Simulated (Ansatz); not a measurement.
## Dissociation curves of SiCl2 (SMILES Cl[Si]Cl)

SiCl2 has 3 atoms, charge 0, and is taken as a singlet. As SMILES, `Cl[Si]Cl`. Geometry: relaxed at GFN2-xTB.

```xyz
3

Si    0.0051   -0.0069   -0.8693
Cl    1.5816   -0.0189    0.4441
Cl   -1.5868    0.0259    0.4253
```

The Si1–Cl3 distance is scanned; the parts on either side stay rigid. Basis STO-3G, 15 core orbitals frozen in the correlated methods; program Ansatz 0.2.0. FCI is exact within this basis and core. Energies in eV from each method's value at 2.052 Å; methods without a U are spin-restricted. The shape above is that at 2.052 Å.

```json
{"distance (Å)": "2.052", "BLYP": "0.00", "B3LYP": "0.00", "wB97X": "0.00", "CCSD(T)": "0.00", "CCSDT": "0.00", "FCI": "0.00"}
{"distance (Å)": "2.565", "BLYP": "0.68", "B3LYP": "0.88", "wB97X": "1.16", "CCSD(T)": "0.99", "CCSDT": "0.98", "FCI": "0.98"}
{"distance (Å)": "3.078", "BLYP": "2.26", "B3LYP": "2.63", "wB97X": "3.18", "CCSD(T)": "2.83", "CCSDT": "2.83", "FCI": "2.83"}
{"distance (Å)": "4.104", "BLYP": "3.97", "B3LYP": "4.60", "wB97X": "5.57", "CCSD(T)": "3.73", "CCSDT": "4.26", "FCI": "4.26"}
{"distance (Å)": "5.130", "BLYP": "4.36", "B3LYP": "5.10", "wB97X": "6.35", "CCSD(T)": "2.65", "CCSDT": "4.31", "FCI": "4.30"}
```

Departure from the FCI curve at its largest: BLYP -0.57 eV at 3.08 Å; B3LYP +0.81 eV at 5.13 Å; wB97X +2.05 eV at 5.13 Å; CCSD(T) -1.65 eV at 5.13 Å; CCSDT +0.01 eV at 5.13 Å. The curve of CCSD(T) turns over, which the reference doesn't. Functionals converge differently with the basis, so for them the departure isn't an error alone.
